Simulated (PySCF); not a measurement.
Compound: 1-buten-3-yne, C₄H₄.
Bonds: C1–C2 (triple), C2–C3, C3–C4 (double). Hydrogens: H5 on C1; H6 on C3; H7, H8 on C4.

Method used: PBE0-D3(BJ)/def2-SVP geometry optimisation, gas phase in PySCF 2.14.0.

**Question.** What internal coordinates does the optimisation give?

**Answer.** 
| bond | length (Å) | order |
| --- | --- | --- |
| C1≡C2 | 1.214 | triple |
| C2–C3 | 1.424 | single |
| C3=C4 | 1.341 | double |
| C1–H5 | 1.074 | single |
| C3–H6 | 1.097 | single |
| C4–H7 | 1.093 | single |
| C4–H8 | 1.092 | single |

Orders are formal, as drawn. A selection of angles:
| angle | degrees |
| --- | --- |
| C2–C1–H5 | 179.8 |
| C1–C2–C3 | 178.9 |
| C2–C3–C4 | 124.5 |
| C2–C3–H6 | 116.0 |
| C4–C3–H6 | 119.5 |
| C3–C4–H7 | 121.4 |
| C3–C4–H8 | 120.7 |
| H7–C4–H8 | 117.9 |

The 4 heavy atoms lie in one plane (0.000 Å rms). The C–C distances run from 1.214 Å (C1≡C2, drawn triple) to 1.424 Å (C2–C3, drawn single), a spread of 0.210 Å.

Point group: Cs (every atom within 0.08 Å of its image). No frequency check.

The run took 8.9 s on an Arm Neoverse V1 with one thread, on a shared host. That covers the optimisation of the geometry.
